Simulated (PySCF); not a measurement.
Give a GFN2-xTB geometry of InChI=1S/C5H10O/c1-3-5(6)4-2/h3-4H2,1-2H3.

```
atom  x, y, z in Å
C1     2.544    0.031    0.051
C2     1.201    0.029   -0.666
C3     0.032    0.051    0.300
O4     0.158    0.275    1.476
C5    -1.310   -0.235   -0.347
C6    -2.478    0.104    0.569
H7     2.646   -0.864    0.660
H8     3.361    0.063   -0.665
H9     2.614    0.894    0.707
H10    1.113    0.917   -1.299
H11    1.107   -0.843   -1.317
H12   -1.327   -1.300   -0.594
H13   -1.378    0.317   -1.286
H14   -3.422   -0.178    0.108
H15   -2.495    1.171    0.779
H16   -2.375   -0.423    1.514
```

Any rigid rotation of these coordinates is as good. Atoms count from 1 in this order. Of the pairs four or more bonds apart, O4···H16 is among the closest relative to their van der Waals radii: 2.63 Å, 97 % of the sum of Bondi's values.

Bonds between heavy atoms (Å): C1–C2 1.523, C2–C3 1.517, C3=O4 1.203, C3–C5 1.517, C5–C6 1.523.

The geometry is computed with GFN2-xTB (gas phase).

Point group: C2 (every atom within 0.08 Å of its image). Not checked by GFN2-xTB frequencies. The numbers are those of one conformer (C1–C2–C3–O4 12°, C2–C3–C5–C6 -167°).
